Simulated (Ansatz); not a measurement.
Geometry optimisation, Ansatz 0.2.0, RKS PBE/def2-SVP.

Input file:

```yaml
crystal:
  periodic: [false, false, false]
  atoms:
    - { symbol: B, position_ang: [-0.9645, 0.2307, -0.638] }
    - { symbol: "N", position_ang: [-0.1342, -0.7374, 0.045] }
    - { symbol: C, position_ang: [0.9264, -0.3976, 0.6248] }
    - { symbol: H, position_ang: [-1.9314, -0.07, -1.1848] }
    - { symbol: H, position_ang: [-0.7202, 1.4147, -0.687] }
    - { symbol: H, position_ang: [1.5596, -1.1443, 1.1231] }
    - { symbol: H, position_ang: [1.3255, 0.636, 0.6712] }
basis:
  gaussian: { orbitals: def2-SVP }
hamiltonian:
  xc: pbe
relax:
  f_tol: 0.015
  max_steps: 40
```

Launched with:

```bash
$ ansatz run input.yaml --threads 1 --pin off --max-ram 2048MiB --backend cpu --events-out ev --progress --plain --runs-dir out
```

Where does it end, and by what steps?

It converged. After 21 steps the energy has fallen by 1.261 eV; H5 moved furthest, 1.15 Å.

```json
{"step": "0", "energy less start (eV)": "0.0000", "largest force component (eV/Å)": "1.427", "accepted": "yes"}
{"step": "1", "energy less start (eV)": "-0.1040", "largest force component (eV/Å)": "0.584", "accepted": "yes"}
{"step": "2", "energy less start (eV)": "-0.0855", "largest force component (eV/Å)": "0.913", "accepted": "no"}
{"step": "3", "energy less start (eV)": "-0.1302", "largest force component (eV/Å)": "0.185", "accepted": "yes"}
{"step": "4", "energy less start (eV)": "-0.1478", "largest force component (eV/Å)": "0.276", "accepted": "yes"}
{"step": "5", "energy less start (eV)": "-0.1674", "largest force component (eV/Å)": "0.985", "accepted": "yes"}
{"step": "6", "energy less start (eV)": "-0.2077", "largest force component (eV/Å)": "1.354", "accepted": "yes"}
{"step": "7", "energy less start (eV)": "-0.2979", "largest force component (eV/Å)": "1.685", "accepted": "yes"}
{"step": "8", "energy less start (eV)": "-0.4492", "largest force component (eV/Å)": "2.141", "accepted": "yes"}
{"step": "9", "energy less start (eV)": "-0.6623", "largest force component (eV/Å)": "1.468", "accepted": "yes"}
{"step": "10", "energy less start (eV)": "-0.8433", "largest force component (eV/Å)": "1.022", "accepted": "yes"}
{"step": "11", "energy less start (eV)": "-1.0330", "largest force component (eV/Å)": "0.858", "accepted": "yes"}
{"step": "12", "energy less start (eV)": "-1.1020", "largest force component (eV/Å)": "3.204", "accepted": "yes"}
{"step": "13", "energy less start (eV)": "-1.0295", "largest force component (eV/Å)": "4.886", "accepted": "no"}
{"step": "14", "energy less start (eV)": "-1.2292", "largest force component (eV/Å)": "0.220", "accepted": "yes"}
{"step": "15", "energy less start (eV)": "-1.2349", "largest force component (eV/Å)": "0.524", "accepted": "yes"}
{"step": "16", "energy less start (eV)": "-1.2429", "largest force component (eV/Å)": "0.421", "accepted": "yes"}
{"step": "17", "energy less start (eV)": "-1.2349", "largest force component (eV/Å)": "0.475", "accepted": "no"}
{"step": "18", "energy less start (eV)": "-1.2603", "largest force component (eV/Å)": "0.060", "accepted": "yes"}
{"step": "19", "energy less start (eV)": "-1.2557", "largest force component (eV/Å)": "0.074", "accepted": "no"}
{"step": "20", "energy less start (eV)": "-1.2608", "largest force component (eV/Å)": "0.016", "accepted": "yes"}
{"step": "21", "energy less start (eV)": "-1.2609", "largest force component (eV/Å)": "0.005", "accepted": "yes"}
```

```xyz
7
Properties=species:S:1:pos:R:3
B -1.123 0.380 -0.549
N 0.048 -0.023 0.012
C 1.130 -0.396 0.531
H -1.561 -0.237 -1.504
H -1.699 1.346 -0.081
H 1.155 -1.138 1.360
H 2.111 0.000 0.185
```

Time of the run: 31 s on 1 thread of Arm Neoverse V1, with other jobs on the host, peak memory 0.12 GiB.
